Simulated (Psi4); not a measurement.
**CH5BS (SMILES BSC) at M06-2X/def2-SVPD**

What is the energy change on altering one bond length of CH5BS at M06-2X/def2-SVPD? 

Program for the calculation: Psi4 1.11.

2 further runs of the same task are left out: 2 set aside as unsound or not needed.

### 1 Starting point

CH5BS: 8 atoms, total charge 0, spin state singlet. As SMILES, `BSC`. The coordinates come from a PBE0-D4/def2-TZVP relaxation.

Bond lengths: B1–S2 1.749 Å, S2–C3 1.809 Å, B1–H4 1.194 Å, B1–H5 1.193 Å, C3–H6 1.090 Å, C3–H7 1.090 Å, C3–H8 1.088 Å. Angles: B1–S2–C3 105.8°, S2–B1–H4 121.2°, S2–B1–H5 115.9°, S2–C3–H6 109.1°, S2–C3–H7 109.0°, S2–C3–H8 109.9°, H4–B1–H5 123.0°, H6–C3–H7 109.0°, H6–C3–H8 109.9°, H7–C3–H8 109.9°.

### 2 A single-point energy at M06-2X/def2-SVPD

Input file ch5bs.in:

```
memory 1600 mb

molecule {
  0 1
  B     -0.869900     0.955400    -0.908000
  S      0.707800     0.854100    -0.159000
  C      0.741400    -0.735700     0.702900
  H     -1.667800     0.075300    -0.790300
  H     -1.086100     1.947800    -1.532900
  H      0.910600    -0.561000     1.765100
  H      1.559600    -1.337000     0.307300
  H     -0.203500    -1.256000     0.559200
  symmetry c1
}

set reference rks
set puream true
set e_convergence 1e-09
set d_convergence 1e-08
set scf_type pk
set dft_radial_points 99
set dft_spherical_points 590

result, w = energy("m06-2x/def2-SVPD", return_wfn=True)
```

The run is started by

```console
$ psi4 -i ch5bs.in -o ch5bs.out -n 1
```

ch5bs.out:

```text
[...]
  Running in c1 symmetry.
[...]
  Nuclear repulsion =   94.654244908694963
[...]
  Multiplicity = 1
[...]
  Nalpha       = 16
  Nbeta        = 16
[...]
    Number of basis functions: 107
[...]
   @RKS iter   1:  -463.83497791055095   -3.74134e-01   3.92844e-03 DIIS/ADIIS
[...]
   @RKS iter  11:  -463.94027191845015   -7.67386e-12   4.45550e-09 DIIS
[...]
    Orbital Energies [Eh]
    ---------------------
    Doubly Occupied:
       1A    -89.912823     2A    -10.585762     3A     -8.274548
       4A     -7.073206     5A     -6.197531     6A     -6.194145
       7A     -6.193777     8A     -0.882533     9A     -0.738768
      10A     -0.564779    11A     -0.506013    12A     -0.504051
      13A     -0.458982    14A     -0.401470    15A     -0.362497
      16A     -0.330073
[...]
  @RKS Final Energy:  -463.94027191845015
   => Energetics <=
    Nuclear Repulsion Energy =             94.6542449086949631
    One-Electron Energy =                -824.5516483436556427
    Two-Electron Energy =                 283.5584433637146731
    DFT Exchange-Correlation Energy =     -17.6013118472041583
    Empirical Dispersion Energy =           0.0000000000000000
    VV10 Nonlocal Energy =                  0.0000000000000000
    Total Energy =                       -463.9402719184501507
[...]
 Multipole Moments:
 ------------------------------------------------------------------------------------
     Multipole            Electronic (a.u.)      Nuclear  (a.u.)        Total (a.u.)
 ------------------------------------------------------------------------------------
 L = 1.  Multiply by 2.5417464519 to convert [e a0] to [Debye]
 Dipole X            :          1.0238737           -0.9527824            0.0710914
 Dipole Y            :          3.1183348           -3.6939449           -0.5756101
 Dipole Z            :         -1.2094987            1.5476672            0.3381685
 Magnitude           :                                                    0.6713709
[...]
```

It took 35 s on 1 thread of Intel Xeon 6975P-C (Granite Rapids), shared host; peak memory 0.63 GiB.

### 3 The distorted shape: energy and gradient at M06-2X/def2-SVPD

Input file job.py:

```python
import psi4

psi4.set_memory('1600 MB')
psi4.set_num_threads(1)
psi4.core.set_output_file('psi4.out', False)

geom = psi4.geometry("""
0 1
B
S 1 1.7494
C 2 1.808719 1 105.76385
H 1 1.193765 2 121.19046 3 0.01164
H 1 2.1465 4 122.95755 2 179.97132
H 3 1.089687 2 109.05482 1 -120.33332
H 3 1.08973 6 109.01088 2 118.9308
H 3 1.088209 6 109.88907 7 120.48307
symmetry c1
""")

options = {'basis': 'def2-SVPD', 'puream': True, 'e_convergence': 1e-09, 'd_convergence': 1e-08, 'scf_type': 'pk', 'dft_radial_points': 99, 'dft_spherical_points': 590}
psi4.set_options(options)

E, wfn = psi4.gradient("m06-2x", return_wfn=True)
print('gradient / Eh bohr^-1')
print(E.np.round(6))
print(f'energy = {wfn.energy():.10f} Eh')
```

The run is started by

```console
$ python job.py
```

psi4.out:

```text
[...]
  Running in c1 symmetry.
[...]
  Nuclear repulsion =   92.565859588807882
[...]
  Multiplicity = 1
[...]
  Nalpha       = 16
  Nbeta        = 16
[...]
    Number of basis functions: 107
[...]
   @RKS iter   1:  -463.70703671973655   -4.12029e-01   3.99923e-03 ADIIS/DIIS
[...]
   @RKS iter  11:  -463.82100212107224   -2.06910e-11   9.06234e-09 DIIS
[...]
    Orbital Energies [Eh]
    ---------------------
    Doubly Occupied:
       1A    -89.932414     2A    -10.601042     3A     -8.293831
       4A     -7.139282     5A     -6.216733     6A     -6.213435
       7A     -6.212944     8A     -0.899440     9A     -0.753171
      10A     -0.568970    11A     -0.519986    12A     -0.501198
      13A     -0.477472    14A     -0.382974    15A     -0.346177
      16A     -0.304442
[...]
  @RKS Final Energy:  -463.82100212107224
   => Energetics <=
    Nuclear Repulsion Energy =             92.5658595888078821
    One-Electron Energy =                -819.8323446298417139
    Two-Electron Energy =                 280.9721832299998709
    DFT Exchange-Correlation Energy =     -17.5267003100383292
    Empirical Dispersion Energy =           0.0000000000000000
    VV10 Nonlocal Energy =                  0.0000000000000000
    Total Energy =                       -463.8210021210722402
[...]
 Multipole Moments:
 ------------------------------------------------------------------------------------
     Multipole            Electronic (a.u.)      Nuclear  (a.u.)        Total (a.u.)
 ------------------------------------------------------------------------------------
 L = 1.  Multiply by 2.5417464519 to convert [e a0] to [Debye]
 Dipole X            :         -0.0015660            0.0012102           -0.0003558
 Dipole Y            :          2.1636195           -3.3661716           -1.2025521
 Dipole Z            :          1.0201578           -0.3464469            0.6737109
 Magnitude           :                                                    1.3784114
[...]
  -Total Gradient:
     Atom            X                  Y                   Z
    ------   -----------------  -----------------  -----------------
       1       -0.000045818925    -0.046315431698     0.019039255792
       2       -0.000000002827    -0.016553319898     0.001326939985
       3       -0.000015254625     0.003368055158     0.002189941866
       4       -0.000003880500    -0.004636392883     0.007432713197
       5        0.000048637524     0.060478640570    -0.029888794468
       6        0.003639128631    -0.000034335800    -0.001501370682
       7       -0.003605386632    -0.000036536760    -0.001505738728
       8       -0.000017115301     0.003685772447     0.002947215689
[...]
```

On the terminal:

```text
gradient / Eh bohr^-1
[[-4.6000e-05 -4.6315e-02  1.9039e-02]
 [-0.0000e+00 -1.6553e-02  1.3270e-03]
 [-1.5000e-05  3.3680e-03  2.1900e-03]
 [-4.0000e-06 -4.6360e-03  7.4330e-03]
 [ 4.9000e-05  6.0479e-02 -2.9889e-02]
 [ 3.6390e-03 -3.4000e-05 -1.5010e-03]
 [-3.6050e-03 -3.7000e-05 -1.5060e-03]
 [-1.7000e-05  3.6860e-03  2.9470e-03]]
energy = -463.8210021211 Eh
```

Run time: 39 s. Hardware: 1 thread of Intel Xeon 6975P-C (Granite Rapids), shared host; peak memory 0.63 GiB.

### 4 Results

At M06-2X/def2-SVPD:

| quantity | value |
| --- | --- |
| first shape: total energy | -463.94027 Eh |
| first shape: dipole moment | 1.71 D |
| first shape: HOMO energy | -8.98 eV |
| first shape: LUMO energy | -0.13 eV |
| first shape: HOMO–LUMO gap | 8.85 eV |
| distorted shape: total energy | -463.82100 Eh |
| distorted shape: dipole moment | 3.50 D |
| distorted shape: HOMO energy | -8.28 eV |
| distorted shape: LUMO energy | -0.58 eV |
| distorted shape: HOMO–LUMO gap | 7.71 eV |
| distorted shape: largest force on an atom | 3.469 eV/Å |
| energy change with the B1–H5 bond stretched from 1.193 to 2.146 Å | 3.245 eV |

**Reading.** With the B1–H5 bond stretched from 1.193 to 2.146 Å the energy rises by 3.25 eV (75 kcal/mol). The first shape isn't relaxed at this level, so the change isn't measured from a minimum.
